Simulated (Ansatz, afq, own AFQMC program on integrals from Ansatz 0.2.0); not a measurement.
AFQMC on a folder of integrals that Ansatz 0.2.0 wrote.

```yaml
crystal:
  periodic: [false, false, false]
  atoms:
    - {symbol: Ge, position_ang: [0.000000, 0.000000, 2.186933]}
    - {symbol: Si, position_ang: [0.000000, 0.000000, -0.125967]}
    - {symbol: S, position_ang: [0.000000, 0.000000, -2.060967]}
basis:
  gaussian: {orbitals: cc-pVDZ}
magnetization: {spin_polarized: true, initial_magnetization: 2}
correlation: {method: ccsd_t, electrons: outside_noble_gas, hamiltonian_folder: ham}
```

```sh
$ ansatz run in.yaml --threads 1 --pin off --events-out ev --progress --plain --max-ram 1382MiB
```

Options of the walk:

```
--method phaseless --trial cisd --walkers 60 --populations 1 --least-time 40 --time-step 0.005 --steps-per-block 50 --equilibration-blocks 28 --max-blocks 300 --target-error 0.00045 --factor-cut 1e-05 --start spin_pure --seed 8230 --release-times 0.24,0.51,0.99,1.62,2.4 --release-step 0.03 --release-every 4 --taylor-order 6
```

Times are imaginary, in 1/Eh. The walk had a cap of 1812 s. Filled inner d shells are frozen with the cores.

```
orbitals 39  electrons 8 6  factors 298 of 706
reference energy -2761.79178707 Eh
CCSD correlation -0.29262045 Eh in 14 cycles, weight of the determinant in the CISD state 0.8136
energy of the start -2762.083000 Eh
 block  time / (1/Eh)  mean weight  energy / Eh
     1     0.250  0.9972  -2762.076582
     2     0.500  0.9983  -2762.078326
     3     0.750  1.0010  -2762.082394
     4     1.000  0.9995  -2762.083593
     5     1.250  1.0000  -2762.089047
     7     1.750  0.9988  -2762.094381
     9     2.250  0.9991  -2762.094560
    17     4.250  1.0006  -2762.086844
    33     8.250  1.0005  -2762.087918
    49    12.250  0.9986  -2762.103841
    65    16.250  1.0002  -2762.097630
    81    20.250  0.9996  -2762.104210
    97    24.250  1.0013  -2762.090063
   113    28.250  0.9976  -2762.092128
   129    32.250  1.0011  -2762.101804
   145    36.250  0.9994  -2762.092729
   161    40.250  1.0030  -2762.103482
   177    44.250  1.0012  -2762.106223
   193    48.250  0.9999  -2762.107844
   209    52.250  0.9996  -2762.110557
   225    56.250  0.9978  -2762.114928
   233    58.250  0.9984  -2762.119917
   241    60.250  0.9991  -2762.098757
   257    64.250  0.9979  -2762.092442
   273    68.250  0.9979  -2762.089819
   289    72.250  1.0005  -2762.092035
   305    76.250  0.9975  -2762.106468
   321    80.250  1.0012  -2762.109764
blocks merged  error / Eh  count
     1  0.000485  300
     2  0.000616  150
     4  0.000771  75
     8  0.000957  37
    16  0.001102  18
    32  0.001388  9
released: time / (1/Eh)  energy / Eh  error  mean overlap
  0.24  -2762.100092  0.000927  1.0125
  0.51  -2762.100426  0.000925  1.0186
  0.99  -2762.100250  0.001011  1.0315
  1.62  -2762.101538  0.000954  1.0524
  2.40  -2762.104040  0.001478  0.9980
energy -2762.100981 +/- 0.001102 Eh
(rows thinned)
```

Problem. Estimate how long the walk took on 1 thread of AMD EPYC 9R45 96-Core Processor (Zen 5), with other jobs on the host.

Solution. 6.2 min of wall time.

The run passed its tests (sampling time, drift between the halves within three errors, error under three times the target), which doesn't prove that it has relaxed. The second half of the sampling lies below the first by 2.5 errors of their difference, so the energy may still be moving and its error bar be too small.

Against this walk (error 30.0 meV) on the same determinant: CCSD(T) 37.8 meV higher (within the noise), CCSDT(Q) 52.3 meV lower (within the noise). The error is statistical and leaves out the bias of the constraint. The released energies are still falling (meV from the phaseless value at times in 1/Eh: 24 ± 25 at 0.24, 15 ± 25 at 0.51, 20 ± 28 at 0.99, -15 ± 26 at 1.62, -83 ± 40 at 2.40), so they give no level.

Cautions: constraint bias not in the error; error above the target (30.0 against 12.2 meV); no relativity below Rb; no spin-orbit coupling; inner d shell frozen; lower spins were not checked.

CCSDT and higher add their correlation energy to the determinant of the CCSD(T) run, since their own runs factorise the integrals more tightly (a shift of under 2 meV). A walk keeps the symmetry of its determinant, which the program's search chose and which needn't be the lowest solution, so a lower state of the same spin and another symmetry isn't excluded.
